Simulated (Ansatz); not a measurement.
**SiH2ClO (SMILES O[SiH]Cl): the energy, rung by rung**

The species is SiH2ClO (5 atoms), meant as a doublet with charge 0. As SMILES, `O[SiH]Cl`. The coordinates come from a PBE0-D4/def2-TZVP relaxation. This is one conformer, not always the lowest.

```csv
atom,x (Å),y (Å),z (Å)
O,-0.8061,-0.4320,-0.7465
Si,-0.0923,0.4798,0.4140
Cl,1.6066,-0.4408,1.1436
H,-1.0241,-1.3432,-0.5400
H,0.3160,1.7363,-0.2711
```

Quantity: the energy change with the Si2–H5 bond stretched from 1.488 to 2.232 Å, in eV. The values are calculated.

| level | kind | program | value (eV) | less FCI/STO-3G | CPU time (all runs) |
| --- | --- | --- | --- | --- | --- |
| UHF/STO-3G | Hartree–Fock | Ansatz | 2.56 | +0.23 | 0.61 s |
| UPBE/STO-3G | GGA | Ansatz | 2.24 | -0.09 | 4.7 s |
| UB3LYP/STO-3G | global hybrid | Ansatz | 2.36 | +0.03 | 5.2 s |
| U-wB97M-V/STO-3G | range-separated hybrid | Ansatz | 2.57 | +0.24 | 60 s |
| UCAM-B3LYP/STO-3G | range-separated hybrid | Ansatz | 2.54 | +0.21 | 5.9 s |
| UHSE06/STO-3G | range-separated hybrid | Ansatz | 2.49 | +0.16 | 6.3 s |
| UB2PLYP/STO-3G | double hybrid | Ansatz | 2.48 | +0.15 | 5.3 s |
| UCCSDT(Q)/STO-3G | coupled cluster or CI | Ansatz | 2.33 | 0.00 | 3.3 s |
| FCI/STO-3G | exact in the basis | Ansatz | 2.33 | 0.00 | 34 s |

FCI/STO-3G is exact within its basis and frozen core, so for wave-function methods in that basis the difference is their error; functionals converge differently with the basis, so for them it is only a difference. The first shape isn't each level's own minimum. The values span 2.24 to 2.57 eV. Spin contamination of the reference (⟨S²⟩ at least 0.1 too high) touches UHF/STO-3G, UB2PLYP/STO-3G, UCCSDT(Q)/STO-3G. All rows use very small basis sets, so even the best lies far from the true value. Times are those of the runs behind each value, whatever else they computed, on shared processors of several kinds: orders of magnitude only.
